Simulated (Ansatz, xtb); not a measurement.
# C3H4N2S: 5 structures ranked

5 gas-phase structures of C3H4N2S, from a drawn sample of its isomers (lower ones may exist). Each was relaxed with GFN2-xTB:

A. `Cc1cnns1`, a singlet
B. `Nc1cnsc1`, a singlet
C. `Nc1ccns1`, a singlet
D. `Sc1cn[nH]c1`, a singlet
E. `Cc1ncns1`, a singlet

Problem. Estimate their order in r2SCAN-D4/def2-SVP energy at these geometries, lowest first.

Solution. Calculated order at r2SCAN-D4/def2-SVP: E (0.0), C (25.3), B (34.1), D (51.8), A (92.3) kJ/mol.

Energies above the lowest of each column, in kJ/mol; the last columns are at PBE0-D3(BJ)/def2-SVP geometries and were run for some of them only (a dash: not run or not comparable):

| structure | GFN2-xTB | HF/STO-3G | r2SCAN-D4/def2-SVP | PBE0-D3(BJ)/def2-SVP | CCSD(T)/def2-SVP + ΔMP2/def2-TZVPP |
| --- | --- | --- | --- | --- | --- |
| E | 0.0 | 0.0 | 0.0 | 0.0 | 0.0 |
| C | 54.5 | 71.3 | 25.3 | 24.1 | 35.1 |
| B | 60.3 | 79.9 | 34.1 | 33.0 | 37.6 |
| D | 67.0 | 76.4 | 51.8 | 37.0 | 71.5 |
| A | 81.0 | 67.4 | 92.3 | – | – |

Every level run on E puts it lowest or level with the lowest. Flexible structures stand in one conformer each, not always the lowest. Frequencies (PBE0-D3(BJ)/def2-SVP) were run for B, C, D, E alone. The ΔMP2 step shifts differences by up to 34.1 kJ/mol, which makes them less sure. ΔMP2 is the change of the MP2 energy from the smaller to the larger basis.

Over these structures GFN2-xTB departs from r2SCAN-D4/def2-SVP by 14.0 kJ/mol on average once a common shift is removed. A GFN2-xTB relaxation took about 0.084 s and the r2SCAN-D4/def2-SVP energy about 1.7 s on a shared host (Ansatz 0.2.0, xtb 6.7.1).
